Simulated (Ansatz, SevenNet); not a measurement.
For zinc-blende InAs, the machine-learned potential SevenNet-l3i5 (trained on PBE and PBE+U data) gives:

```
Quantity                Value
-------------------  --------
lattice parameter a   6.192 Å
bulk modulus B0      49.1 GPa
```

What does B3LYP (VWN-RPA form) in Ansatz (plane waves, PAW) give for the same quantities?


- lattice constant a: 6.207 Å (rises by 0.2 %)
- bulk modulus: 48.5 GPa (decreases by 1.2 %)

For comparison: lattice constant a 6.047 Å (measured, static lattice: zero-point anharmonic expansion removed; as tabulated in Mejia-Rodriguez and Trickey (2018), arXiv:1807.09216); bulk modulus 58.6 GPa (measured, 0 K value with the zero-point phonon effect removed; as tabulated in Mejia-Rodriguez and Trickey (2018), arXiv:1807.09216).

Changes are worked out from the printed values.

Unless a cell is named, each level is at its own relaxed cell (SevenNet-l3i5 29.67, B3LYP (VWN-RPA form) 29.89 Å³/atom).

Ansatz's density-functional and Hartree–Fock values are scalar-relativistic unless marked +SOC, with PAW data made under PBE.

Ansatz is a program for electronic structure.
